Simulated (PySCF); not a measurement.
## Core-level binding energies of dimethyl sulfone

Dimethyl sulfone, C2H6O2S.
Geometry (GFN2-xTB, Å), atoms numbered from 1 in this order:
```
atom  x, y, z in Å
C1     1.3243    0.6110   -0.0386
S2     0.0736   -0.6212   -0.4979
C3    -1.3841   -0.0942    0.4458
O4     0.4944   -1.9060   -0.0148
O5    -0.2120   -0.4854   -1.8983
H6     0.9661    1.5862   -0.3410
H7     2.2390    0.3671   -0.5644
H8     1.4800    0.5536    1.0305
H9    -2.1884   -0.7854    0.2273
H10   -1.6511    0.9046    0.1273
H11   -1.1365   -0.1277    1.4983
```

Method: delta-SCF UKS SCAN, pcX-2 on the ionised atom, pcseg-1 elsewhere, spin-free X2C (PySCF 2.14.0). These are vertical core ionisation energies against the vacuum level, from separate self-consistent calculations with and without the core hole.

What binding energy does each computed site have?

```json
{"atom(s)": "S2", "environment": "sulfonyl sulfur", "level": "S 2p3/2", "binding energy (eV)": "173.97", "2p1/2 (eV)": "175.20", "count": "1"}
{"atom(s)": "C1/C3", "environment": "S-methyl carbon", "level": "C 1s", "binding energy (eV)": "291.68", "2p1/2 (eV)": "–", "count": "2"}
{"atom(s)": "O4/O5", "environment": "sulfonyl oxygen", "level": "O 1s", "binding energy (eV)": "537.56", "2p1/2 (eV)": "–", "count": "2"}
{"atom(s)": "S2", "environment": "sulfonyl sulfur", "level": "S 1s", "binding energy (eV)": "2482.73", "2p1/2 (eV)": "–", "count": "1"}
```

Which effective nuclear charge Zeff reproduces each element's mean 1s value in the hydrogen-like formula E = 13.606 eV × Zeff²?

C (Z = 6): mean 291.7 eV, Zeff = 4.63, Z − Zeff = 1.37; O (Z = 8): mean 537.6 eV, Zeff = 6.29, Z − Zeff = 1.71; S (Z = 16): mean 2482.7 eV, Zeff = 13.51, Z − Zeff = 2.49. Means run over the listed sites, weighted by atom count.

The first atom of each set that the bonding makes equivalent was ionised and stands for the set. The 2p values add to the ΔSCF energy of one spin-free hole a correction within the shell (spin–orbit coupling, ligand field). 2p1/2 minus 2p3/2 (ligand field included): S 1.23 eV. Geometry: GFN2-xTB; no solvent, vibrations or thermal averaging.
